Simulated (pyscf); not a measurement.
H₂O + HO–AsH• → HO–AsH–OH + H•, a substitution at O (doublet surface; H–O broken, As–O formed). Optimised with ωB97X-D3(BJ)/def2-SVP in PySCF. MP2 and CC: frozen core, UHF for open shells. ΔMP2 is the change of the MP2 total energy from the triple- to the quadruple-zeta basis. Energies in kcal/mol from the separated reactants.

Small-basis levels: PySCF, no dispersion term, spherical d functions. Open shells are spin-unrestricted. 

Q: Quick HF/STO-3G single points give ΔE‡ = 59.2 kcal/mol and ΔE = +39.1 kcal/mol. What does CCSD(T)/def2-TZVPP + ΔMP2(QZVPP) give, and how far is the quick result from it?

A: CCSD(T)/def2-TZVPP + ΔMP2(QZVPP) gives ΔE‡ = 49.5 kcal/mol and ΔE = +35.7 kcal/mol. HF/STO-3G lies 9.7 kcal/mol over it in the barrier and 3.4 kcal/mol over it in the reaction energy, so on this step it does not hold to within 3.0 kcal/mol. CCSD(T)/def2-TZVPP + ΔMP2(QZVPP) has limits of its own. On the reactant side the descent ends in a complex, 6.8 kcal/mol under the separated species and 53.7 kcal/mol under the saddle at ωB97X-D3(BJ)/def2-TZVP. At ωB97X-D3(BJ) the barrier from the zero used here is 46.9 kcal/mol. This is the saddle that the search found; another between the same sides may lie lower. The angle at the attacked O is 151°. The CCSD(T) − MP2 part came from Ansatz, without density fitting, on the same reference. The frozen core leaves the outer d or s,p core shells of the metals and heavy elements correlated in the MP2 and CC values, and def2-TZVPP describes them poorly, which can shift differences by a few kcal/mol. In the def2 sets elements up to Kr have no core potential.
